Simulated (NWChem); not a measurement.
Program: NWChem. System: F (+1), charge 1, spin multiplicity 3. Its SCF solution wasn't tested for a lower state. Level: UHF/cc-pVTZ.

The NWChem input:

```
start mol
memory heap 200 mb stack 900 mb global 1100 mb
charge 1
geometry units angstroms nocenter noautoz
  F      0.000000     0.000000     0.000000
  symmetry group D2h
end
basis spherical
  * library cc-pvtz
end
scf
  uhf
  nopen 2
  maxiter 100
  thresh 1e-7
  semidirect memsize 60000000 filesize 0
  # guess.movecs holds the orbitals of an unrestricted PBE0 run
  vectors input guess.movecs output mol.movecs
end
task scf energy
```

Output (cleaned and shortened):

```
             Northwest Computational Chemistry Package (NWChem) 7.3.0
             --------------------------------------------------------

                                NWChem Input Module
                                -------------------

 Scaling coordinates for geometry "geometry" by  1.889725989
 (inverse scale =  0.529177249)

                             Geometry "geometry" -> ""
                             -------------------------

 Output coordinates in angstroms (scale by  1.889725989 to convert to a.u.)

  No.       Tag          Charge          X              Y              Z
 ---- ---------------- ---------- -------------- -------------- --------------
    1 F                    9.0000     0.00000000     0.00000000     0.00000000

 Effective nuclear repulsion energy (a.u.)       0.0000000000

            Nuclear Dipole moment (a.u.)
            ----------------------------
        X                 Y               Z
 ---------------- ---------------- ----------------
     0.0000000000     0.0000000000     0.0000000000

      Symmetry information
      --------------------

 Group name             D2h
 Group number             26
 Group order               8
 No. of unique centers     1

      Symmetry unique atoms

     1


 Summary of "ao basis" -> "" (spherical)
 ------------------------------------------------------------------------------
       Tag                 Description            Shells   Functions and Types
 ---------------- ------------------------------  ------  ---------------------
 *                          cc-pvtz                   on all atoms

 Summary of "ao basis" -> "ao basis" (spherical)
 ------------------------------------------------------------------------------
       Tag                 Description            Shells   Functions and Types
 ---------------- ------------------------------  ------  ---------------------
 F                          cc-pvtz                 10       30   4s3p2d1f

                                 NWChem SCF Module
                                 -----------------

  ao basis        = "ao basis"
[...]
  ----- ------------  ---------------      ----- ------------  ---------------
     9      0.520946  1 F  py                 6      0.424894  1 F  py
    12      0.259722  1 F  py

 Vector    4  Occ=0.000000D+00  E=-4.932134D-01  Symmetry=b3u
              MO Center= -1.8D-21, -3.7D-25,  1.5D-20, r^2= 5.4D-01
   Bfn.  Coefficient  Atom+Function         Bfn.  Coefficient  Atom+Function
  ----- ------------  ---------------      ----- ------------  ---------------
    11      0.454697  1 F  px                 8      0.430267  1 F  px
     5      0.344716  1 F  px

 Vector    5  Occ=0.000000D+00  E=-4.932134D-01  Symmetry=b1u
              MO Center=  1.7D-19,  9.5D-24,  7.8D-20, r^2= 5.4D-01
   Bfn.  Coefficient  Atom+Function         Bfn.  Coefficient  Atom+Function
  ----- ------------  ---------------      ----- ------------  ---------------
    13      0.454697  1 F  pz                10      0.430267  1 F  pz
     7      0.344716  1 F  pz

 Vector    6  Occ=0.000000D+00  E= 4.545801D-01  Symmetry=b2u
              MO Center=  1.6D-18, -1.9D-18,  1.8D-19, r^2= 1.5D+00
   Bfn.  Coefficient  Atom+Function         Bfn.  Coefficient  Atom+Function
  ----- ------------  ---------------      ----- ------------  ---------------
    12      1.202004  1 F  py                 9     -0.661048  1 F  py
     6     -0.244924  1 F  py

 center of mass
 --------------
 x =   0.00000000 y =   0.00000000 z =   0.00000000

 moments of inertia (a.u.)
 ------------------
           0.000000000000           0.000000000000           0.000000000000
           0.000000000000           0.000000000000           0.000000000000
           0.000000000000           0.000000000000           0.000000000000

  Mulliken analysis of the total density
  --------------------------------------

    Atom       Charge   Shell Charges
 -----------   ------   -------------------------------------------------------
    1 F    9     8.00   1.95  1.21  0.31  0.53  1.41  2.01  0.58  0.00  0.00  0.00

  Mulliken analysis of the alpha density
  --------------------------------------

    Atom       Charge   Shell Charges
 -----------   ------   -------------------------------------------------------
    1 F    9     5.00   0.97  0.63  0.16  0.23  1.08  1.52  0.40  0.00  0.00  0.00

   Mulliken analysis of the beta density
   -------------------------------------

    Atom       Charge   Shell Charges
 -----------   ------   -------------------------------------------------------
    1 F    9     3.00   0.98  0.58  0.14  0.30  0.33  0.49  0.18  0.00  0.00  0.00

   Mulliken analysis of the spin density
   -------------------------------------

    Atom       Charge   Shell Charges
 -----------   ------   -------------------------------------------------------
    1 F    9     2.00  -0.00  0.05  0.02 -0.07  0.74  1.03  0.23 -0.00 -0.00  0.00

       Multipole analysis of the density wrt the origin
       ------------------------------------------------

     L   x y z        total         alpha         beta         nuclear
     -   - - -        -----         -----         ----         -------
     0   0 0 0      1.000000     -5.000000     -3.000000      9.000000

     1   1 0 0     -0.000000     -0.000000     -0.000000      0.000000
     1   0 1 0     -0.000000     -0.000000     -0.000000      0.000000
     1   0 0 1     -0.000000     -0.000000     -0.000000      0.000000

     2   2 0 0     -2.206002     -1.552413     -0.653589      0.000000
     2   1 1 0     -0.000000      0.000000     -0.000000      0.000000
     2   1 0 1     -0.000000     -0.000000     -0.000000      0.000000
     2   0 2 0     -2.748107     -1.540212     -1.207895      0.000000
     2   0 1 1      0.000000      0.000000      0.000000      0.000000
     2   0 0 2     -2.206002     -1.552413     -0.653589      0.000000

 Task  times  cpu:        0.1s     wall:        0.1s

 Total times  cpu:        0.2s     wall:        0.2s
```
